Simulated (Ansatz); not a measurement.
# Molecular dynamics of C$_{3}$H$_{9}$Cl

The input (input.yaml):

```yaml
crystal:
  periodic: [false, false, false]
  atoms:
    - { symbol: C, position_ang: [0.805322, -0.106692, -1.506478] }
    - { symbol: C, position_ang: [-0.742672, -0.024153, -1.473745] }
    - { symbol: H, position_ang: [1.139986, -0.925909, -2.170471] }
    - { symbol: H, position_ang: [1.24095, 0.839166, -1.880582] }
    - { symbol: H, position_ang: [1.212755, -0.296686, -0.495467] }
    - { symbol: H, position_ang: [-1.080386, 0.800593, -0.81785] }
    - { symbol: H, position_ang: [-1.17953, -0.967975, -1.095353] }
    - { symbol: H, position_ang: [-1.14605, 0.157616, -2.487652] }
    - { symbol: C, position_ang: [0.011932, 0.076326, 2.244522] }
    - { symbol: Cl, position_ang: [-0.715467, 0.408352, 3.898561] }
    - { symbol: H, position_ang: [0.911836, -0.556429, 2.377556] }
    - { symbol: H, position_ang: [0.284639, 1.044653, 1.779984] }
    - { symbol: H, position_ang: [-0.743315, -0.448862, 1.626876] }
magnetization:
  spin_polarized: true
basis:
  gaussian: { orbitals: STO-3G }
hamiltonian:
  xc: pbe
  dispersion: d4
md:
  timestep: 1.0
  n_steps: 250
  ensemble: nvt_langevin
  temperature: 1000.0
  initial_velocities: maxwell_boltzmann
  seed: 49026
  friction: 0.02
  temperature_schedule:
    - { n_steps: 62, end_temperature: 1000.0 }
    - { n_steps: 188, end_temperature: 10.0 }
```

Launched with:

```bash
$ ansatz run input.yaml --threads 1 --pin off --max-ram 2048MiB --backend cpu --events-out ev --progress --plain --runs-dir out
```

It starts from a relaxed structure.

Output, in part (step lines, the closing report, with atoms numbered from 0):

```
md step     0: t =     0.00 fs  T =   923.1 K (target 1000.0 K)  F+E_penalty+E_count = -15595.41219998 eV  E_kin = 1.551120 eV  (22 SCF iters)
[... lines left out ...]
Total energy: -15595.09925355 eV, -573.1093268300 hartree
Atom 0 at     0.897087     0.225265    -1.581432 Å, force     1.216196     0.910024     0.242380 eV/Å
Atom 1 at    -0.012427    -0.250447    -2.703280 Å, force    -0.820983     0.522288    -1.381069 eV/Å
Atom 2 at     1.510825     1.116122    -1.823785 Å, force    -0.290939     0.070969    -0.511883 eV/Å
Atom 3 at     0.418583     0.515370    -0.634953 Å, force    -0.366473    -0.668656     0.276788 eV/Å
Atom 4 at     1.633716    -0.575846    -1.469891 Å, force     0.301971    -0.261622     0.879519 eV/Å
Atom 5 at    -1.053315     0.121083    -2.686849 Å, force    -0.008464     0.153351     0.422006 eV/Å
Atom 6 at    -0.058480    -1.347078    -2.691156 Å, force    -0.075789    -0.285119    -0.192604 eV/Å
Atom 7 at     0.385255     0.095320    -3.687400 Å, force     0.042043    -0.438636     0.273069 eV/Å
Atom 8 at    -1.013720     1.014901     2.325747 Å, force    -0.862327    -0.994076     0.154402 eV/Å
Atom 9 at    -0.762073    -0.146584     3.734290 Å, force     0.070415    -0.204218    -0.002161 eV/Å
Atom 10 at    -0.587766     0.548480     1.399609 Å, force    -0.290906     0.356327     0.343935 eV/Å
Atom 11 at    -0.510445     1.926616     2.624911 Å, force     0.571626     0.929246    -0.117476 eV/Å
Atom 12 at    -2.119490     1.192698     2.279909 Å, force     0.513631    -0.089878    -0.386906 eV/Å
Dipole moment:    -0.046659     0.279499    -0.356049 e Å
```

The steps, from the saved trajectory:

```tsv
time (fs)	T (K)	potential energy less start (eV)
0.0	923	0.000
8.0	431	1.047
16.0	621	0.564
24.0	554	0.955
32.0	744	0.717
40.0	641	1.185
48.0	849	0.816
56.0	676	0.807
64.0	630	0.931
72.0	716	0.824
80.0	895	0.535
88.0	673	0.558
96.0	682	0.718
104.0	760	0.744
112.0	568	0.761
120.0	574	0.625
128.0	601	0.560
136.0	482	0.664
144.0	554	0.541
152.0	548	0.614
160.0	476	0.478
168.0	468	0.359
176.0	317	0.458
184.0	306	0.344
192.0	420	0.451
200.0	430	0.503
208.0	324	0.417
216.0	267	0.484
224.0	286	0.358
232.0	209	0.394
240.0	222	0.345
248.0	150	0.334
```

The run went to its last step. The schedule's set-point averaged 339 K over the second half and the system 378 K. A run of 0.25 ps of so small a system gives no equilibrium averages. Limits of this set-up: minimal basis.

The same pairs are bonded in the first frame and the last. Pairs count as bonded within 1.25 times the sum of covalent radii (0.12 Å more for H–H).

Last frame:

```xyz
13
Properties=species:S:1:pos:R:3
C 0.897 0.225 -1.581
C -0.012 -0.250 -2.703
H 1.511 1.116 -1.824
H 0.419 0.515 -0.635
H 1.634 -0.576 -1.470
H -1.053 0.121 -2.687
H -0.059 -1.347 -2.691
H 0.385 0.095 -3.687
C -1.014 1.015 2.326
Cl -0.762 -0.147 3.734
H -0.588 0.548 1.400
H -0.510 1.927 2.625
H -2.119 1.193 2.280
```

Run time: 11 min on 1 thread of Arm Neoverse V1 (shared host), peak memory 0.11 GiB.
